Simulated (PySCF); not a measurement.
How the method changes the constants of AlB

State: ³Σ⁻ (triplet), unpaired electrons π ↑↑. Set-up: basis Al pcseg-1, B pcseg-1; no relativity; PySCF 2.14. De refers to Al + B in their high-spin ground configurations, without counterpoise correction. The functionals are run spin-unrestricted. A positive dipole means Al(−)B(+). Levels whose curve was spin-contaminated or gave no clean fit are not listed.

```csv
Level,Re (Å),ωe (cm⁻¹),De (eV),μ (D),"CPU s a point (SCF and correlation, without the integrals)"
ROHF,2.087,553,0.66,-1.71,0.027
ROHF-MP2,2.044,608,1.49,n/a,0.044
ROHF-SCS-MP2,2.044,606,1.26,n/a,n/a
ROHF-CCSD,2.046,608,1.51,n/a,n/a
ROHF-CCSD(T),2.042,613,1.69,n/a,0.41
PBE,2.049,598,2.32,-1.76,0.33
PBEsol,2.042,607,2.51,-1.77,0.25
BP86,2.055,588,2.21,-1.80,0.3
```

The bond length runs from 2.042 Å (ROHF-CCSD(T)) to 2.087 Å (ROHF). De spans 0.66 eV (ROHF, mean field) to 2.51 eV (PBEsol, GGA). Correlation at CCSD(T) changes the Hartree–Fock bond energy by +1.03 eV; the triples alone change it by +0.18 eV.

Correlated steps freeze 6 core orbitals. Correlated levels converge slowly with the basis: in double zeta they bind strong bonds too weakly, by up to about 1 eV, and carry superposition errors of some tenths. The CCSD T1 diagnostic is raised, a sign that a single reference may not be enough here. UHF is strongly spin-contaminated for AlB, so the ROHF reference used there is far from stable. The state was picked by a PBE0 search and need not be the measured ground state.

The whole job (state search and all levels along the bond) took about 0.83 min on 1 thread of Arm Neoverse V1 (shared host), peak memory 0.39 GiB.
